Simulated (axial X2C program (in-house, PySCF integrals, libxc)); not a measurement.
Levels of LiC by electron attachment to LiC⁺ (EOM-EA-CCSD)

Computed with an axial X2C code built on PySCF integrals: two-component X2C with atomic mean-field Coulomb and Gaunt terms, Gaussian nuclei, basis C dyall-av3z, Li dyall-acv3z with contracted cores.

R = 1.962 Å (1.045 times 1.878 Å, the PBE0 minimum at charge 0 for the lowest determinant).

Levels of LiC obtained by attaching an electron to LiC⁺:

```csv
Ω,binding energy (eV),above lowest (cm⁻¹),attached spinor,one-particle weight
1/2,7.206,0,"84% C pπ, 10% Li pπ",0.90
3/2,7.204,16,"84% C pπ, 10% Li pπ",0.90
1/2,4.509,21757,"63% Li sσ, 17% Li pσ, 9% C sσ",0.97
```

This point took 10 s on 1 thread of Intel(R) Xeon(R) Platinum 8488C (Sapphire Rapids), on a shared host.

Reference electrons by ω block (each with its −ω partner): 1/2: 4. 4 electrons of LiC⁺ correlated (inner shells frozen), 92 natural virtual spinors (a truncated set); levels can be off by some tenths of an eV. Roots sought by Ω: (1/2: 5, 3/2: 4, 5/2: 2, 7/2: 1); rows need 60 % one-particle weight and stop where some Ω has no more roots. Missing are any skipped roots, higher Ω and states of a further excitation; these come out far too high here and may in truth be low or lowest. T1 of the reference 0.008 (Lee–Taylor). The reference was not checked to be the lowest state of its species. Number of frozen shells: C 1 s; Li 1 s. Large amplitudes in the reference (orbital relaxation or multireference character) lower the reliability.
